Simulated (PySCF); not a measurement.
Atomic charges against the basis set

Compound: C5H9N.
Z-matrix (Å and degrees, PBE0-D3(BJ)/def2-SVP geometry), rows numbered from 1:
```
C 
C   1  1.4987
C   1  1.5009  2   60.14
C   3  1.4916  1  120.10  2   109.28
C   4  1.4794  3  120.27  1   118.29
N   4  1.4535  3  120.48  1  -171.53
H   1  1.0937  2  118.05  3   107.31
H   1  1.0927  2  118.62  3  -107.91
H   2  1.0937  1  117.95  3  -107.06
H   2  1.0929  1  118.59  3   108.16
H   3  1.0966  1  116.35  2  -106.64
H   4  1.0983  3  113.90  1   -30.92
H   5  1.0954  4  120.75  6   103.54
H   5  1.0965  4  117.04  6  -109.58
H   6  1.0196  4  110.22  5   103.38
```

PBE0 throughout (PySCF), one geometry, spherical d and f functions. Geometry: PBE0-D3(BJ)/def2-SVP, one conformer, isolated molecule. The first 7 of 15 kinds of atom are listed.

Mulliken charges (e):

```json
{"basis": "STO-3G", "functions": "39", "C1": "-0.172", "C2": "-0.174", "C3": "-0.090", "C4": "-0.025", "C5": "-0.118", "N6": "-0.320", "H7": "+0.090"}
{"basis": "6-31G", "functions": "72", "C1": "-0.340", "C2": "-0.339", "C3": "-0.189", "C4": "-0.074", "C5": "-0.245", "N6": "-0.522", "H7": "+0.180"}
{"basis": "6-31G*", "functions": "102", "C1": "-0.373", "C2": "-0.371", "C3": "-0.160", "C4": "-0.035", "C5": "-0.274", "N6": "-0.540", "H7": "+0.185"}
{"basis": "def2-SVP", "functions": "129", "C1": "-0.073", "C2": "-0.067", "C3": "-0.124", "C4": "-0.046", "C5": "+0.023", "N6": "-0.241", "H7": "+0.060"}
{"basis": "6-311+G(2d,p)", "functions": "216", "C1": "-0.361", "C2": "-0.334", "C3": "+0.223", "C4": "+0.023", "C5": "-0.357", "N6": "-0.281", "H7": "+0.117"}
{"basis": "def2-TZVP", "functions": "240", "C1": "-0.255", "C2": "-0.242", "C3": "-0.072", "C4": "-0.041", "C5": "-0.178", "N6": "-0.331", "H7": "+0.118"}
```

IAO charges (e):

```tsv
basis	functions	C1	C2	C3	C4	C5	N6	H7
STO-3G	39	-0.267	-0.269	-0.155	-0.082	-0.210	-0.312	+0.139
6-31G	72	-0.298	-0.301	-0.146	-0.046	-0.219	-0.421	+0.151
6-31G*	102	-0.287	-0.290	-0.138	-0.027	-0.195	-0.427	+0.144
def2-SVP	129	-0.281	-0.284	-0.137	-0.025	-0.188	-0.422	+0.141
6-311+G(2d,p)	216	-0.299	-0.302	-0.141	-0.027	-0.202	-0.450	+0.149
def2-TZVP	240	-0.299	-0.302	-0.141	-0.027	-0.202	-0.447	+0.149
```

Hirshfeld charges (e):

```tsv
basis	functions	C1	C2	C3	C4	C5	N6	H7
STO-3G	39	-0.045	-0.047	-0.020	+0.026	-0.007	-0.198	+0.026
6-31G	72	-0.083	-0.085	-0.039	+0.003	-0.047	-0.215	+0.045
6-31G*	102	-0.084	-0.085	-0.038	+0.001	-0.048	-0.207	+0.045
def2-SVP	129	-0.087	-0.089	-0.040	-0.001	-0.053	-0.195	+0.046
6-311+G(2d,p)	216	-0.091	-0.093	-0.051	-0.012	-0.056	-0.203	+0.050
def2-TZVP	240	-0.093	-0.094	-0.048	-0.010	-0.058	-0.201	+0.050
```

Q: Which scheme is steadiest as the basis changes?

A: Largest range over the bases for any column: Hirshfeld 0.05 e, IAO 0.14 e, Mulliken 0.41 e. Hirshfeld charges move least and Mulliken charges most, counted in e. Without the minimal STO-3G basis the ranges are Hirshfeld 0.02, IAO 0.03, Mulliken 0.41 e.

Q: How much do the charges still move between the two largest bases, 6-311+G(2d,p) and def2-TZVP?

A: At most, over all atoms: Mulliken 0.295 e, IAO 0.003 e, Hirshfeld 0.003 e.

Q: What do the same runs give for the total energy, the frontier levels and the dipole moment?

A: 
```csv
basis,energy (Eh),HOMO (eV),LUMO (eV),μ (D)
STO-3G,-247.2738,-4.44,6.57,1.79
6-31G,-250.2368,-6.40,2.28,2.18
6-31G*,-250.3217,-6.56,2.36,1.86
def2-SVP,-250.1500,-6.69,1.61,1.76
"6-311+G(2d,p)",-250.3969,-6.87,0.32,1.82
def2-TZVP,-250.4175,-6.83,1.13,1.75
```

The dipole is fixed by the density alone, so its range of 0.43 D shows that the density itself changes with the basis, not only its division among atoms.
